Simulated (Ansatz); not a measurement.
Input file:

```yaml
crystal:
  periodic: [false, false, false]
  atoms:
    - {symbol: Ge, position_ang: [0.000000, 0.000000, 0.000000]}
    - {symbol: F, position_ang: [0.000000, 0.000000, 1.862700]}
basis:
  gaussian: {orbitals: def2-SVP}
total_charge: -1
magnetization: {spin_polarized: false, initial_magnetization: 2}
correlation: {method: bccd, electrons: outside_noble_gas, diis_vectors: 2}
scf: {omitted_lower_state_checks: [cluster_reference]}
```

```sh
$ ansatz run in.yaml --threads 1 --pin off --events-out ev --progress --plain --max-ram 2393MiB
```

Log:

```
these checks for a lower state are left out or cut short: cluster_reference
444 factors; integrals over basis functions are off by at most 7.6e-4 eV
mean field evaluation 1: about -59168.7666 eV, gradient 2.6e1 eV
mean field evaluation 2: about -59168.8106 eV, gradient 2.5e1 eV
mean field evaluation 4: about -59170.2390 eV, gradient 1.5e0 eV
mean field evaluation 8: about -59170.2511 eV, gradient 1.3e-1 eV
mean field -59170.25111608 eV, -2174.4666214791 hartree, gradient 6.0e-6 eV, S^2 2.000000; 0 other end points of the search recorded, 0 dependent functions left out
15 core orbitals not correlated: weight in the atoms' cores, before any rotation towards them, 0.972 or more for the frozen orbitals, at most 0.028 for the correlated occupied ones
reference -59170.25111608 eV, -2174.4666214791 hartree; 7, 5 occupied and 24, 26 virtual orbitals, 444 factors
second order -6.79296338 eV of doubles, -0.05506086 eV of singles
cycle   1  -6.98199772 eV  change   -1.3e-1 eV  update   7.6e-2
cycle   2  -7.15797789 eV  change   -1.8e-1 eV  update   2.6e-2
cycle   3  -7.20708036 eV  change   -4.9e-2 eV  update   1.6e-2
cycle   4  -7.20211902 eV  change    5.0e-3 eV  update   4.3e-3
cycle   5  -7.20151415 eV  change    6.0e-4 eV  update   1.9e-3
cycle   6  -7.19932050 eV  change    2.2e-3 eV  update   6.0e-4
cycle   7  -7.19889572 eV  change    4.2e-4 eV  update   2.8e-4
cycle   8  -7.19871259 eV  change    1.8e-4 eV  update   1.1e-4
cycle   9  -7.19866538 eV  change    4.7e-5 eV  update   5.9e-5
cycle  10  -7.19867371 eV  change   -8.3e-6 eV  update   2.8e-5
cycle  11  -7.19868391 eV  change   -1.0e-5 eV  update   1.4e-5
Total energy: -59177.44979999 eV, -2174.7311682335 hartree
Checks for a lower state left out: cluster_reference
```

Ran on 1 thread of Intel Xeon Platinum 8488C, shared host: 0.75 s wall, 0.18 GiB peak host memory.
